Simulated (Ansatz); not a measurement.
Geometry optimisation, Ansatz 0.2.0, RKS PBE-D4/def2-mTZVP.

Input:

```yaml
crystal:
  periodic: [false, false, false]
  atoms:
    - { symbol: B, position_ang: [0.167797, -0.121474, 0.237404] }
    - { symbol: H, position_ang: [-0.044002, -0.098112, 1.407763] }
    - { symbol: Cl, position_ang: [1.898921, 0.133889, -0.271636] }
    - { symbol: O, position_ang: [-0.755484, -0.320193, -0.729046] }
    - { symbol: H, position_ang: [-1.652332, -0.44081, -0.363985] }
basis:
  gaussian: { orbitals: def2-mTZVP }
hamiltonian:
  xc: pbe
  dispersion: d4
relax:
  f_tol: 0.03
  max_steps: 50
output:
  orbitals: {}
```

Launched with:

```bash
$ ansatz run input.yaml --threads 1 --pin off --max-ram 2048MiB --backend cpu --events-out ev --progress --plain --runs-dir out
```

Question: Where does it end, and by what steps?

Answer: The run converged. After 5 steps the energy has fallen by 0.030 eV; Cl3 moved furthest, 0.03 Å.

```json
{"step": "0", "energy less start (eV)": "0.0000", "largest force component (eV/Å)": "1.033", "accepted": "yes"}
{"step": "1", "energy less start (eV)": "-0.0199", "largest force component (eV/Å)": "0.700", "accepted": "yes"}
{"step": "2", "energy less start (eV)": "-0.0288", "largest force component (eV/Å)": "0.143", "accepted": "yes"}
{"step": "3", "energy less start (eV)": "-0.0288", "largest force component (eV/Å)": "0.142", "accepted": "yes"}
{"step": "4", "energy less start (eV)": "-0.0226", "largest force component (eV/Å)": "0.328", "accepted": "no"}
{"step": "5", "energy less start (eV)": "-0.0303", "largest force component (eV/Å)": "0.003", "accepted": "yes"}
```

```xyz
5
Properties=species:S:1:pos:R:3
B 0.191 -0.118 0.235
H -0.064 -0.103 1.406
Cl 1.866 0.128 -0.278
O -0.743 -0.314 -0.728
H -1.635 -0.440 -0.354
```

Run time: 5.3 s on 1 thread of Intel(R) Xeon(R) 6975P-C (Granite Rapids) (shared host), peak memory 0.14 GiB.
